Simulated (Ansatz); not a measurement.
A made-up structure of CH₄AlS (charge -1), singlet:

```xyz
7
angstrom
C -0.7510 0.5047 -0.2328
Al 0.8653 -0.5600 0.2466
S 0.9697 -2.0911 1.6654
H 1.2197 -1.9783 -0.1698
H -1.6351 0.1962 0.3330
H -0.9784 0.4091 -1.3028
H 2.1116 -0.0325 -0.6623
```

It is relaxed with PBE-D4/def2-SVPD and then PBE0-D4/def2-TZVPD (Ansatz 0.2.0). Atoms count as bonded within 1.22 times the sum of their covalent radii (H–H: 0.88 Å). The end point is not checked to be a true minimum.

(1) Does its bonding change? (A judgement: the text doesn't fix the answer.)

Results:

(1) Computed: Yes. Formed: S3–H4; broken: Al2–H4.

Where it ends: The first stage lowers the energy by 2.50 eV in 15 steps. It ends as CH₄AlS ([CH2][AlH][SH]), total charge -1:
```
7
angstrom
C -0.9101 0.4775 -0.3488
Al 0.6202 -0.4966 -0.1540
S 0.7799 -2.3368 1.1961
H 2.0665 -2.5559 0.8844
H -1.8604 0.2761 0.1464
H -0.9565 1.3523 -1.0002
H 2.0623 -0.2686 -0.8468
```

Labels in which every atom is bracketed show which atoms are joined, not bond orders.

For scale, one of the runs: PBE0-D4/def2-TZVPD relaxation, 162 basis functions, launched by `ansatz run in.yaml --threads 2 --pin off --events-out ev --progress --plain --max-ram 4352MiB`. Hardware: 2 CPU threads of an Intel Xeon Platinum 8259CL, shared host. Wall time about 30 s.
